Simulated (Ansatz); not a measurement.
Al3⁺. Total charge 1; triplet. Geometry PBE0-D4/def2-TZVP; atoms count from 1.

Cartesian coordinates in Å:
```
Al 0.025 0.674 -1.385
Al -1.035 -1.100 0.302
Al 1.010 0.426 1.083
```

The structure comes from a short search, and lower isomers may exist.

Problem. Estimate the Mulliken populations from the PBE0/def2-TZVP orbitals of Ansatz.

Solution. 
```
atom  charge (e)  spin (α − β)
 Al1        0.33          0.67
 Al2        0.33          0.67
 Al3        0.33          0.67
```
Mulliken values depend strongly on the basis.

Problem. Where does the spin sit?

Solution. Summed by element: Al 2.00, of 2 unpaired in all. Largest on single atoms: Al1 0.67, Al3 0.67, Al2 0.67.

Problem. And the Mayer bond orders between heavy atoms (over 0.3)?

Solution. Al1–Al2 0.82 (2.67 Å); Al1–Al3 0.82 (2.67 Å); Al2–Al3 0.82 (2.67 Å).
